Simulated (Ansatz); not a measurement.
System: bcc Cs. Method: r²SCAN (PAW; Ansatz, a program for electronic structure).

Settings: plane-wave cutoff 560 eV, 14×14×14 k mesh, Fermi–Dirac smearing 0.05 eV, scalar-relativistic PAW data made under PBE.

Cell (relaxed at this level):

Cs is modelled in the cubic space group Im-3m (No. 229), the bcc (W type) structure, Pearson symbol cI2. Cell: a = b = c = 6.2728 Å, α = β = γ = 90.00°. Cs on 2a is surrounded by 8 Cs at 5.432 Å (cubic). (Neighbours: up to the widest gap in distance over summed covalent radii, below 1.35, at either atom.)
(The calculation used a cell of 1 atom; values per cell refer to that cell.)

### Question
Give the computed bulk modulus and pressure derivative B′ of the bulk modulus.

### Answer

* **bulk modulus**: 1.85 GPa
* **pressure derivative B′ of the bulk modulus**: 3.5

The run finds no gap.

Measured, for comparison: bulk modulus 2.11 GPa (corrected for temperature and zero-point phonon effects, our sources range from 2.11 to 2.35; as tabulated in Levämäki et al. (2014), arXiv:1402.3671). Computed (rounded) less measured: bulk modulus -12 % (-12 % to -21 % over the range).

Spin–orbit coupling is not included.

Computed values are for the static lattice.

It cost very roughly 2.4 core-minutes of CPU time.
